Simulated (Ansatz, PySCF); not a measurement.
Species: C$_{3}$H$_{3}$, net charge 0, doublet state. It need not be the lowest isomer of its formula. 
Coordinates optimised at B3LYP-D3(BJ)/def2-TZVP (Ansatz, a first-principles code):
SMILES: C=C=[CH]
```xyz
6

C     -0.0003    -0.0188     0.1135
C     -0.0037    -0.2179     1.3177
C      0.0034     0.2038    -1.2323
H     -0.0066    -0.3912     2.3654
H      0.9329     0.3302    -1.7707
H     -0.9230     0.2584    -1.7878
```
Charge 0, spin multiplicity 2.

Total electronic energies in hartree. Correlated levels leave the core frozen unless marked. Open shells are spin-unrestricted. No spin-orbit coupling. Non-relativistic. CBS marks a two-point X^-3 extrapolation of the correlation energy; Hartree-Fock from the larger set. [CCSD(T)-MP2]/basis is that difference in the basis named.

The UHF reference is spin-contaminated (<S^2> 0.21 over the pure value in the largest basis). 

| level | program | energy (Eh) |
|---|---|---|
| revPBE-D4/def2-TZVPD | Ansatz + dftd4 | -116.02629 |
| BP86-D3(BJ)/def2-TZVPD | PySCF + dftd3 | -116.04739 |
| B97M-V/def2-TZVPD | Ansatz | -116.04847 |
| BHLYP/def2-TZVPD | Ansatz | -115.97397 |
| r2SCAN0-D4/def2-TZVPD | Ansatz + dftd4 | ? |
| MN15-D3(BJ)/def2-TZVPD | PySCF + dftd3 | ? |
| CAM-B3LYP/def2-TZVPD | Ansatz | -115.97659 |
| B2GP-PLYP-D3(BJ)/def2-TZVPD | Ansatz + dftd3 | ? |
| RI-MP2/cc-pVQZ | Ansatz | -115.75525 |
| SCS-MP2/cc-pVDZ | Ansatz | -115.60018 |
| SCS-MP2/cc-pwCVTZ | Ansatz | -115.72387 |
| CCSD/6-31G | Ansatz | -115.47937 |
| CCSD(T)/cc-pVTZ | Ansatz | -115.77806 |
| RI-MP2/CBS(cc-pVTZ,cc-pVQZ)+[CCSD(T)-MP2]/cc-pVDZ | Ansatz | -115.8327 |
| RI-MP2/CBS(cc-pVTZ,cc-pVQZ)+[CCSD(T)-MP2]/cc-pVTZ | Ansatz | -115.8342 |

Q: What belongs in the gaps?

A: 
- r2SCAN0-D4/def2-TZVPD, energy (Eh): -115.96119
- MN15-D3(BJ)/def2-TZVPD, energy (Eh): -115.89208
- B2GP-PLYP-D3(BJ)/def2-TZVPD, energy (Eh): -115.91069
